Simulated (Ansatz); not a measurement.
Results of PBEsol-D3(BJ) in Ansatz (PAW) for diamond-structure Ge.

Numerical settings: plane-wave cutoff 520 eV, 10×10×10 k mesh, Fermi–Dirac smearing 0.01 eV, scalar-relativistic PAW data made under PBE.

A third-order Birch–Murnaghan fit to the energies gives V0 = 22.240 Å³/atom, B0 = 71.4 GPa, B′ = 5.3.

```csv
V (Å³/atom),P (GPa)
20.914,?
21.359,3.22
21.804,1.49
22.249,-0.04
22.694,-1.34
23.139,-2.55
23.584,?
```

Question: Estimate the withheld pressures from this fit; the answers are the runs' own values.

Answer: 
- 20.914, P (GPa): 5.15
- 23.584, P (GPa): -3.59

The formula P = (3/2) B0 (x^(7/3) − x^(5/3)) [1 + (3/4)(B′ − 4)(x^(2/3) − 1)] with x = V0/V meets the computed pressures within 0.03 GPa when these rounded values are put in.

Measured, for comparison: bulk modulus 77.3 GPa (low-temperature value with the zero-point effect removed, our sources range from 77.3 to 79.4; as tabulated in Tanner et al. (2021), arXiv:2110.11888); equilibrium volume per atom 22.47 Å³/atom (static lattice: zero-point anharmonic expansion removed; as tabulated in Mejia-Rodriguez and Trickey (2018), arXiv:1807.09216). Computed (rounded) less measured: bulk modulus -8 % (-8 % to -10 % over the range), equilibrium volume per atom -1.0 %.

Computed values are for the static lattice.

Ansatz is an electronic-structure program.
